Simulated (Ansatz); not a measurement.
**RbRe2: from a trial structure to a relaxed crystal**

The calculation used DFT PBE, scalar-relativistic, plane waves, PAW in Ansatz 0.2.0.

The start puts RbRe2 on the AlB2 structure type (P6/mmm, No. 191), with Rb in place of Al, Re in place of B, at a guessed volume.

Input of the last, converged step (default PAW datasets):

```yaml
crystal:
  lattice:
    - [4.1134787378, 0.0, 0.0]
    - [-2.0567393689, 3.5623770849, 0.0]
    - [0.0, 0.0, 6.2204810351]
  atoms:
    - { symbol: Rb, position: [0.0, 0.0, 0.0] }
    - { symbol: Re, position: [0.3333333333, 0.6666666667, 0.5] }
    - { symbol: Re, position: [0.6666666667, 0.3333333333, 0.5] }
basis:
  ecutwfc: 420
kpoints:
  mp_grid: { grid: [12, 12, 8] }
hamiltonian:
  xc: pbe
scf:
  occupations: { method: gaussian, width: 0.1 }
output:
  forces: true
  stress: true
  eigenvalues: true
  write_density: true
  write_potential: true
  elf: true
  volumetric_format: npy
relax:
  adjacent_minimum: "off"
  f_tol: 0.01
  max_steps: 80
  cell: { stress_tol: 0.05 }
```

Launched as:

```bash
ansatz run input.yaml --threads 1 --pin off --max-ram 2560MiB --backend cpu --events-out ev --progress --plain --runs-dir out
```

Time: 40 s on 1 thread of Intel(R) Xeon(R) CPU @ 2.60GHz (Ice Lake) (shared host), peak memory 0.54 GiB.

The program printed at the end:

```
SCF converged after 4 iterations
Free energy (F): -24999.152102 eV
Harris-Foulkes:  -24999.152102 eV  (|F-HF|=1.09e-11)
Internal energy: -24999.135173 eV  (E = F + TS)
E sigma→0 (E₀):  -24999.143637 eV
Entropy (-TS):   -0.016930 eV (-5.643 meV/atom)
Fermi energy:    8.918411 eV
--- Per-component energies (eV) ---
  E_band       = -620.806354
  E_kinetic    = 1268.113007
  E_local      = -4529.523312  (includes V_loc(G=0)·N_el)
  E_nonlocal   = 279.737011
  E_hartree    = 1712.511947
  E_xc         = -932.405114
  E_vxc        = -737.054526  (∫ρ·V_xc dr)
  E_paw        = -19938.476241  (= ΣΔE_a)
  E_vpaw       = -327.102195  (= ΣTr[D̂ρ^β])
  E_aug_tail   = -0.000153  (compensation charges beyond the density's cutoff)
  E_ewald      = -2859.092317
  E_smearing   = -0.016930  (= −TS)
  E_closure    = 0.000000  (closes the sum)
  Σ components = -24999.152102   (vs F -24999.152102, Δ=0.00e0)
--- Forces (eV/Å), atoms counted from 1 ---
  atom   1  Rb     0.00000000     0.00000000     0.00000000
  atom   2  Re     0.00000000     0.00000000     0.00000000
  atom   3  Re     0.00000000     0.00000000     0.00000000
  max |Σ_I F_I| component: 3.70e-17 eV/Å
--- Stress (GPa, compression-positive) ---
        0.000532       0.000000       0.000000
        0.000000       0.000532       0.000000
        0.000000       0.000000       0.000874
  P = ⅓ Tr σ = 0.0006 GPa (0.006 kbar)
--- Relaxed structure (4 steps of the walk, 4 accepted, 1 SCFs on fresh bases) ---
  F+E_penalty+E_count = -24999.15210217 eV   max|allowed force component| = 1.049e-16 eV/Å   (the final SCF, on the basis selected at the relaxed cell)
  cell:  # Å, volume = 91.6418 Å³
    - [4.107725, 0.000000, 0.000000]
    - [-2.053862, 3.557394, 0.000000]
    - [0.000000, 0.000000, 6.271337]
  atoms:
    - { symbol: Rb, position: [0.000000, 0.000000, 0.000000] }
    - { symbol: Re, position: [0.333333, 0.666667, 0.500000] }
    - { symbol: Re, position: [0.666667, 0.333333, 0.500000] }
```

Absolute energies hang on the potentials; compare differences alone.

The result has space group P6/mmm (No. 191). Rb has 12 Re at 3.93 Å and 6 Rb at 4.11 Å; Re has 3 Re at 2.37 Å.

Against the elements it lies at 1.45 eV/atom. Energies over the elements count from the elements' standard structures at the same level, with no empirical corrections.

The k mesh leaves about 4 meV/atom of noise in metals. Spin–orbit coupling is left out.

A structure relaxed within its symmetry needn't be a true minimum.